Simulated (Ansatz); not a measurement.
in.yaml

```yaml
crystal:
  periodic: [false, false, false]
  atoms:
    - {symbol: Ge, position_ang: [0.000000, 0.000000, 1.684600]}
    - {symbol: C, position_ang: [0.000000, 0.000000, -0.262100]}
    - {symbol: N, position_ang: [0.000000, 0.000000, -1.422500]}
basis:
  gaussian: {orbitals: cc-pVTZ}
total_charge: 1
magnetization: {spin_polarized: true, initial_magnetization: 2}
correlation: {method: ccsdt_q, electrons: outside_noble_gas}
```

```sh
$ ansatz run in.yaml --threads 2 --pin off --events-out ev --progress --plain --max-ram 24576MiB --backend cuda --devices 0, --max-vram 18GiB
```

Output:

```
1197 factors; integrals over basis functions are off by at most 2.5e-7 eV
mean field evaluation 1: about -58959.5052 eV, gradient 4.7e1 eV
mean field evaluation 2: about -58959.7552 eV, gradient 4.7e1 eV
mean field evaluation 4: about -58973.7387 eV, gradient 8.9e0 eV
mean field evaluation 8: about -58975.7673 eV, gradient 1.0e0 eV
mean field evaluation 16: about -58975.8276 eV, gradient 1.2e-1 eV
mean field evaluation 32: about -58975.8512 eV, gradient 2.9e-6 eV
mean field evaluation 64: about -58975.8206 eV, gradient 1.3e-1 eV
mean field evaluation 96: about -58975.4538 eV, gradient 2.2e-1 eV
mean field evaluation 128: about -58972.5315 eV, gradient 1.8e1 eV
mean field evaluation 160: about -58975.8512 eV, gradient 2.9e-6 eV
...
cycle  18  -11.15212686 eV  change   -1.4e-4 eV  update   9.3e-5
cycle  19  -11.15228058 eV  change   -1.5e-4 eV  update   5.5e-5
cycle  20  -11.15230254 eV  change   -2.2e-5 eV  update   3.1e-5
cycle  21  -11.15223005 eV  change    7.2e-5 eV  update   1.8e-5
cycle  22  -11.15220636 eV  change    2.4e-5 eV  update   1.2e-5
cycle  23  -11.15220737 eV  change   -1.0e-6 eV  update   6.9e-6
cycle  24  -11.15219355 eV  change    1.4e-5 eV  update   4.7e-6
cycle  25  -11.15219306 eV  change    4.9e-7 eV  update   2.7e-6
cycle  26  -11.15219735 eV  change   -4.3e-6 eV  update   1.5e-6
cycle  27  -11.15219744 eV  change   -9.5e-8 eV  update   9.1e-7
perturbative correction -0.10291479 eV, -0.0037820486 hartree
Total energy: -58987.10633577 eV, -2167.7361749429 hartree
```

Ran on 2 threads of AMD EPYC 7R13 with a shared H100 80 GB, shared host: 34 s wall, 1.1 GiB peak host memory.
